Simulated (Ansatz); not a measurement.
Species: C₂H₆N, charge 0, doublet. C2H6N (SMILES C[CH]N, doublet).
B3LYP-D3(BJ)/def2-TZVP minimum from Ansatz (a program for electronic structure):
```xyz
9

C      1.2289    -0.2653    -0.0845
C     -0.0679     0.1514     0.5104
N     -1.1869     0.1736    -0.3274
H      1.5845     0.4305    -0.8614
H      2.0033    -0.3268     0.6805
H      1.1541    -1.2515    -0.5578
H     -0.0803     0.8891     1.3029
H     -2.0677     0.3344     0.1386
H     -1.2520    -0.6074    -0.9664
```
Charge 0, spin multiplicity 2.

Property: atomisation energy (electronic, to ground-state atoms), in kJ/mol. UHF or UKS for unpaired electrons; spin-orbit terms are left out. CBS(X,Y): correlation extrapolated as X^-3, Hartree-Fock from the larger set. A bracket is a step between two methods taken in the basis named. The functionals are non-relativistic, so their misses hold any scalar relativity. '+ core + X2C': CCSD(T) terms for core correlation (cc-pwCVTZ) and scalar relativity (cc-pVTZ-DK). Where a partner has so few electrons that a lower coupled-cluster level is exact, that level stands in.

CCSD(T)/CBS(cc-pVTZ,cc-pVQZ) + [CCSDT(Q) - CCSD(T)]/cc-pVDZ + core + X2C (Ansatz) gives 3263.9 kJ/mol.

Q: How far off this value is PBE/def2-TZVPD (Ansatz), in which direction, and which of these levels come nearer: B3LYP/def2-TZVPD, PBE0/def2-TZVPD, wB97M-V/def2-TZVPD, CCSD(T)/CBS(cc-pVTZ,cc-pVQZ) + core + X2C?

A: PBE gives 3336.1 kJ/mol, 72.2 kJ/mol above it. Differences of the others: B3LYP/def2-TZVPD (Ansatz) 5.3; PBE0/def2-TZVPD (Ansatz) 16.0; wB97M-V/def2-TZVPD (Ansatz) 7.2; CCSD(T)/CBS(cc-pVTZ,cc-pVQZ) + core + X2C (Ansatz) -2.3 kJ/mol. Nearer than PBE: B3LYP/def2-TZVPD, PBE0/def2-TZVPD, wB97M-V/def2-TZVPD, CCSD(T)/CBS(cc-pVTZ,cc-pVQZ) + core + X2C.
